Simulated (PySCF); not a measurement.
# How methods differ on the ionisation energy of S

S [Ne] 3s2 3p4 (3P) → S+ [Ne] 3s2 3p3 (4S), as a difference of total energies. Computed with PySCF 2.14 in cc-pVTZ-DK (5s4p2d1f, 34 functions), with scalar relativity by spin-free X2C-1e. Correlated levels: valence: [Ne] frozen. The calculations carry no spin-orbit coupling.

```csv
method,ionisation energy (eV),error (eV)
UHF,9.216,-1.120
M06-L,10.190,-0.146
r2SCAN,10.359,+0.023
MP2 (valence),9.946,-0.390
SCS-MP2 (valence),10.023,-0.313
CCSD (valence),10.050,-0.286
CCSD(T) (valence),10.082,-0.254
```

Reference: 10.336 eV (measured; NIST levels, between the centres of gravity of the two terms).

Errors of the correlated levels include the incompleteness of this basis and the frozen core.
